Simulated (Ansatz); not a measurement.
## Energy profile

The step: CH₆AlN ([CH3][NH][AlH2]) → CH₅N ([CH3][NH2]) + AlH (still joined by a long Al–N bond); bonds formed: N2–H4; bonds broken: Al1–H4; bonds weakened to dative contacts: Al1–N2 (atoms numbered as in the saddle structure below).

Al1  (-1.853, 0.034, -0.408)
N2  (-0.125, 0.072, 0.397)
C3  (1.135, 0.029, -0.324)
H4  (-0.718, -1.174, -0.117)
H5  (-2.849, 0.728, 0.657)
H6  (0.028, 0.253, 1.388)
H7  (1.863, -0.635, 0.151)
H8  (1.578, 1.025, -0.403)
H9  (0.941, -0.331, -1.340)
(Å)

Electronic energies by CCSD(T) at an estimated basis limit (MP2 extrapolated from triple and quadruple zeta, plus CCSD(T) − MP2 in triple zeta), on PBE0-D4/def2-TZVP structures; CH$_{6}$AlN, singlet; no counterpoise correction. Computed with Ansatz 0.2.0 (basis: def2-TZVPP and def2-QZVPP); correlated methods freeze the cores. Extrapolation: Hartree–Fock as exp(−7.88 √X), correlation as X^−2.97.

Give the profile in eV, counted from the start structure. (To be estimated.)

The calculation gives:
```
                                                                                                    point     eV
                                                                                          start structure  0.000
                                                                                                   saddle  3.041
                                                                                            end structure  1.433
separated: AlH (Al1, H5; singlet) + CH$_{5}$N (linked as [CH3][NH2]; N2, C3, H4, H6, H7, H8, H9; singlet)  2.192
```

The T1 diagnostic stays at or below 0.017. The restricted Hartree–Fock reference is unstable towards an unrestricted one at one or more of these structures. A large double-excitation amplitude points to some diradical character; no triplet was computed.

For scale, one of the runs: CCSD(T)/def2-TZVPP, 188 basis functions, launched by `ansatz run in.yaml --threads 2 --pin off --events-out ev --progress --plain --max-ram 4352MiB`. The run took 29 s on 2 CPU threads of an Intel Xeon Platinum 8488C (shared host), with 1.9 GiB of host memory at its peak.
